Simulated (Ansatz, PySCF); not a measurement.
Reaction (SMILES): C#CC → C(C)#C as doublet, charge +1 + e-

Wanted: adiabatic ionisation energy (0 K, with zero-point energies), in eV. Set-up: UHF or UKS for open shells; non-relativistic; no spin-orbit coupling; no dispersion term unless named. Ab initio and DFT rows: single points at B3LYP-D3(BJ) geometries (Ansatz, a program for electronic structure), with unscaled harmonic terms from B3LYP/6-31G* (Ansatz) at its own minima. The spin state of an ion or metal species was assumed, not searched.

```csv
species,coefficient,"E at HF/3-21G (Ansatz), Eh","E at M06-2X/def2-TZVPD (PySCF), Eh","zero-point energy, kcal/mol"
C#CC,-1,-115.22479,-116.64282,34.96
"C#CC as doublet, charge +1",+1,-114.88479,-116.26516,32.31
```

 1 Eh = 27.2114 eV and 1 eV = 23.0605 kcal/mol.

Work the quantity out at each level.


- HF/3-21G: the sum of coefficient times E is 0.34000 Eh, or 9.252 eV; the thermal terms add -0.115. Result: 9.14 eV.
- M06-2X/def2-TZVPD: the sum of coefficient times E is 0.37766 Eh, or 10.277 eV; the thermal terms add -0.115. Result: 10.16 eV.
